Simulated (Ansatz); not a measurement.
Results of revPBE in Ansatz (PAW) for chalcopyrite CdGeAs2.

Run with plane-wave cutoff 520 eV, 8×8×8 k mesh, Fermi–Dirac smearing 0.01 eV, scalar-relativistic PAW data made under PBE.

Energies at three volumes about the minimum:

```
V (Å³/atom)  E − E_lowest (meV/atom)
-----------  -----------------------
26.364                          1.71
26.902                          0.00
27.440                          1.55
```

Q: Fit a parabola by hand: where is the minimum, and what is the bulk modulus?

A: Slopes: (0.00 − 1.71)/(26.902 − 26.364) = -3.178 and (1.55 − 0.00)/(27.440 − 26.902) = 2.881 meV/Å³. Curvature E″ = 2 × (2.881 − (-3.178))/(27.440 − 26.364) = 11.262 meV/Å⁶. From the middle of the first interval, the slope vanishes at V0 = 26.6330 − (-3.178)/11.262 = 26.915 Å³/atom. B = V0 E″ = 26.915 × 11.262 meV/Å³ × 0.1602 GPa per meV/Å³ = 48.6 GPa. The full Birch–Murnaghan fit to all volumes gives V0 = 26.906 Å³/atom and B0 = 48.5 GPa.

Shape and atoms are relaxed at each volume.

Measured, for comparison: bulk modulus 69.9 GPa (temperature not stated, not corrected to a static lattice; as tabulated in Toher et al. (2017), arXiv:1611.05714). Computed (rounded) less measured: bulk modulus -31 %.

Note: the bulk modulus comes from volumes at which shape and atoms were relaxed.

Ansatz is a first-principles code.
